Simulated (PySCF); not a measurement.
An unknown is described by computed data only.

Formula: C5H2F; charge +1.

* Triplet: lowest triplet excitation (Tamm–Dancoff): 3.51 eV [TDA PBE0/def2-SVPD]
* 1H NMR: chemical shifts (computed TMS as zero) by class: 8.56 (1 H), 6.54 (1 H) ppm [GIAO B97-2/pcSseg-2]
* Polarisability: 50.6 au [PBE0/def2-SVPD]
* Couplings: largest of the computed one-bond spin–spin couplings (means over like bonds): 19F–13C -551.1, 13C–1H +307.5, 13C–1H +272.2, 13C–13C +227.2, 13C–13C +154.8, 13C–13C +40.2, 13C–13C +39.1, 13C–13C +24.6 Hz [B3LYP/pcJ-1]
* Rotational structure: rotational constants A, B, C: 11.646, 2.156, 1.819 GHz [PBE0-D3(BJ)/def2-SVP]
* NMR, other nuclei: isotropic shieldings of nuclei other than C and H, by class: 240 (1 F) ppm [GIAO B97-2/pcSseg-2]
* Valence photoelectron: vertical ionisation energy: 16.34 eV [ΔSCF PBE0/def2-SVPD]
* 13C NMR: chemical shifts (computed TMS as zero) by class: 166.9 (1 C), 153.8 (1 C), 151.9 (1 C), 150.6 (1 C), 64.9 (1 C) ppm [GIAO B97-2/pcSseg-2]
* UV, strongest line: among the 10 lowest singlet transitions: S9 at 8.36 eV (148 nm, f = 0.667) [TDDFT PBE0/def2-SVPD]

The electronic properties come from PySCF, for the isolated species, density fitting. Levels stand in brackets. Geometry: PBE0-D3(BJ)/def2-SVP; no solvent, vibrations or thermal averaging. NMR classes are plain means over equivalent atoms (diastereotopic ones count apart unless rotation or inversion swaps them), as if these changed places fast.

Problem. Propose a structure and show how it fits.

Solution. Numbering: `[CH:1]#[C:2][c:3]1[cH+:4][c:5]1[F:6]`. 5 carbons fall into 5 classes; from least to most shielded: unsaturated ring carbon [C5] (166.9 ppm), unsaturated ring carbon [C3] (153.8 ppm), unsaturated ring CH carbon [C4] (151.9 ppm), terminal alkyne carbon [C1] (150.6 ppm), alkyne carbon [C2] (64.9 ppm). Hydrogen classes from least to most shielded: 1 H on an unsaturated ring CH carbon, C4 (8.56 ppm), 1 H on a terminal alkyne carbon, C1 (6.54 ppm). The other shieldings belong to: 240 ppm, fluorine bonded to C [F6]. The couplings run between: -551.1 Hz, fluorine bonded to C [F6] and unsaturated ring carbon [C5]; +307.5 Hz, terminal alkyne carbon [C1] and its hydrogen; +272.2 Hz, unsaturated ring CH carbon [C4] and its hydrogen; +227.2 Hz, terminal alkyne carbon [C1] and alkyne carbon [C2]; +154.8 Hz, alkyne carbon [C2] and unsaturated ring carbon [C3]; +40.2 Hz, unsaturated ring carbon [C3] and unsaturated ring carbon [C5]; +39.1 Hz, unsaturated ring CH carbon [C4] and unsaturated ring carbon [C5]; +24.6 Hz, unsaturated ring carbon [C3] and unsaturated ring CH carbon [C4]. The first electron is taken from the HOMO, whose largest Löwdin shares are 0.41 on the terminal alkyne carbon, 0.40 on the alkyne carbon and 0.07 on an unsaturated ring carbon. The optimised geometry has point group Cs and is an asymmetric top. Structure: `C#Cc1[cH+]c1F`. The assignments are read from this structure; whether some other isomer fits the data as well wasn't checked.
